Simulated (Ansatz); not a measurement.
`NC(N)(F)SS`, 11 atoms. Total charge 0; spin multiplicity 1. All runs use 4 threads of an Intel Xeon 6975P-C on a shared host. Correlated methods freeze the cores.

(1) How many basis functions does each run have, and how long does it take in Ansatz? RKS PBE0-D4/def2-SVP energy; direct RPA on PBE orbitals/def2-TZVPP energy; RKS PBE0-D4/def2-QZVPP energy; RHF-MP2/def2-QZVPP energy; RKS ωB97M-V/def2-QZVPP energy; RKS B97M-V/def2-TZVPP energy; RKS PBE0-D4/def2-TZVP relaxation (9 steps); RKS PBE0-D4/def2-TZVP frequencies; RHF-CCSD(T)/def2-SVP energy; RKS ωB97M-V/def2-SVP energy; RKS CAM-B3LYP-D4/def2-TZVPP energy; RKS ωB97X-V/def2-TZVPP energy. (An estimate is asked.)

Answers

(1) The calculation gave: Other jobs shared the machine, so times are rough.

```tsv
level	job	functions	wall time	peak host memory (GiB)
RKS PBE0-D4/def2-SVP	energy	117	1.2 s	0.28
RKS CAM-B3LYP-D4/def2-TZVPP	energy	278	3 s	0.98
RKS ωB97M-V/def2-SVP	energy	117	3.6 s	0.41
RHF-CCSD(T)/def2-SVP	energy	117	4.8 s	0.68
direct RPA on PBE orbitals/def2-TZVPP	energy	278	5.5 s	0.78
RKS B97M-V/def2-TZVPP	energy	278	5.5 s	0.55
RKS ωB97X-V/def2-TZVPP	energy	278	6 s	1
RKS PBE0-D4/def2-QZVPP	energy	518	10 s	2.3
RKS ωB97M-V/def2-QZVPP	energy	518	16 s	2.7
RHF-MP2/def2-QZVPP	energy	518	20 s	3.8
RKS PBE0-D4/def2-TZVP	relaxation (9 steps)	228	27 s	0.74
RKS PBE0-D4/def2-TZVP	frequencies	228	2.6 min	0.75
```
